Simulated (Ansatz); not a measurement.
```yaml
crystal:
  periodic: [false, false, false]
  atoms:
    - {symbol: C, position_ang: [-1.805986, -0.446371, -0.004325]}
    - {symbol: S, position_ang: [-0.573146, 0.579787, 0.004745]}
    - {symbol: P, position_ang: [1.293646, -0.427124, -0.003235]}
basis:
  gaussian: {orbitals: def2-TZVP}
magnetization: {spin_polarized: true, initial_magnetization: 3}
hamiltonian: {xc: pbe0}
relax: {f_tol: 0.004, max_steps: 80}
```

```sh
$ ansatz run in.yaml --threads 1 --pin off --events-out ev --progress --plain --max-ram 2176MiB
```

Steps of the relaxation (energy above the last step; positions in Å, forces in eV/Å):

```
3
step 1, 17.7 meV
C    -1.806   -0.446   -0.004   -0.774   -0.536   -0.005
S    -0.573    0.580    0.005    0.413    0.660    0.006
P     1.294   -0.427   -0.003    0.361   -0.123   -0.001
```

```
3
step 2, 3.7 meV
C    -1.839   -0.438   -0.004   -0.297   -0.278   -0.002
S    -0.573    0.566    0.005    0.185    0.365    0.003
P     1.326   -0.422   -0.003    0.112   -0.087   -0.001
```

```
3
step 3, 0.3 meV
C    -1.841   -0.443   -0.004   -0.072   -0.081   -0.001
S    -0.575    0.574    0.005    0.063    0.102    0.001
P     1.330   -0.425   -0.003    0.010   -0.020    0.000
```

```
3
step 4, 0.0 meV
C    -1.838   -0.446   -0.004   -0.014   -0.010    0.000
S    -0.575    0.580    0.005    0.023    0.004    0.000
P     1.328   -0.428   -0.003   -0.010    0.006    0.000
```

```
3
step 6, 0.0 meV
C    -1.838   -0.446   -0.004    0.000    0.000    0.000
S    -0.574    0.580    0.005    0.000    0.000    0.000
P     1.327   -0.427   -0.003    0.000    0.000    0.000
```

Close pairs at the end: C1–S2 1.628 Å, S2–P3 2.151 Å.

A stationary point of unrestricted PBE0 after 6 steps, with ⟨S²⟩ = 3.780 against 3.75 for a pure state; no frequencies were run, so it isn't proven a minimum. 46 s on 1 thread of Arm Neoverse N1, shared host.
